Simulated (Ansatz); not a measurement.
The reference is Cu in the fcc (Cu type) structure (space group Fm-3m, No. 225; a = 3.630 Å).

Level of theory: plane-wave PAW DFT at the PBE level (Ansatz, a program for electronic structure, 420 eV), without spin-orbit coupling.

Perturbation: full substitution Cu → Al, then cell and atoms are relaxed.

Measured lattice parameter a: Cu 3.595 Å (static lattice; corrected from measurement; as listed in Gábor I. Csonka et al., Physical Review B (2009)); Al 4.018 Å (static lattice; corrected from measurement; as listed in Daniel Mejia-Rodriguez, S. B. Trickey, Phys. Rev. B (2018)).

Question: How well does PBE reproduce the measured shift?

Answer: With PBE the lattice parameter a moves by +0.411 Å (3.630 → 4.040) against +0.423 Å measured.

No phonon test of stability was made. The final runs are not spin-polarised.
